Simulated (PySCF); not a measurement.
Species: C5H11S (charge +1).
Geometry (GFN2-xTB, Å), atoms numbered from 1 in this order:
```
atom  x, y, z in Å
C1     2.1651   -0.1548   -0.2208
S2     0.8888   -0.0218    1.0565
C3    -0.2976   -1.2964    0.4921
C4    -1.1866   -0.6234   -0.5402
C5    -1.4666    0.7722    0.0036
C6    -0.1210    1.3663    0.3988
H7     1.7199   -0.2185   -1.2084
H8     2.8087    0.7181   -0.1504
H9     2.7550   -1.0437   -0.0145
H10   -0.8641   -1.5911    1.3752
H11    0.2516   -2.1574    0.1197
H12   -0.6870   -0.5653   -1.5087
H13   -2.1059   -1.1915   -0.6735
H14   -1.9516    1.4035   -0.7393
H15   -2.1217    0.7079    0.8731
H16   -0.2046    2.1199    1.1788
H17    0.4107    1.7881   -0.4518
```

NICS = −σ at a ghost point: NICS(0) at the centroid of the ring atoms, NICS(1) 1 Å to either side along the normal of their mean plane, zz for the tensor component along that normal. Level: GIAO PBE0/pcSseg-1 (PySCF, non-relativistic, gas phase) on the GFN2-xTB geometry, one conformer.

Ring bond lengths (Å), with Mayer bond orders in brackets: S2–C3 1.830 (0.93), C3–C4 1.519 (1.00), C4–C5 1.524 (1.01), C5–C6 1.523 (1.01), C6–S2 1.838 (0.91).

What do the NICS probes read (ppm)?

```tsv
ring	type	NICS(0)	NICS(1), two faces	NICS(1)zz, two faces	rms pucker (Å)	centre to ring atoms, mean (Å)
S2–C3–C4–C5–C6	5-membered ring with S; formal bonds all single	-8.1	-5.3 / -4.9	-7.1 / -5.1	0.20	1.37
```

What do they say, and how far can they be read as aromaticity?

- S2–C3–C4–C5–C6: mean NICS(1)zz -6.1 ppm, shielded. C3, C4, C5, C6 have four or more neighbours, so the value isn't read as a sign of a π ring current.

What are the shieldings of the ring atoms and their hydrogens in the same run (means over atoms taken as equivalent)?

```tsv
atoms	environment	σ isotropic (ppm)	principal values of the symmetric part, first atom (ppm)
S2	sulfonium sulfur	417.4	253.6, 457.5, 541.1
C3 (×2)	sp3 carbon bound to sulfur	133.6	93.5, 142.8, 167.8
C4 (×2)	ring CH2 carbon	153.7	124.3, 166.9, 174.2
H10 (×2)	methylene hydrogen	27.95	22.4, 25.9, 36.6
H11 (×2)	methylene hydrogen	28.59	23.2, 26.3, 35.6
H12 (×2)	methylene hydrogen	29.14	25.2, 27.2, 36.2
H13 (×2)	methylene hydrogen	29.17	23.3, 25.6, 37.4
```
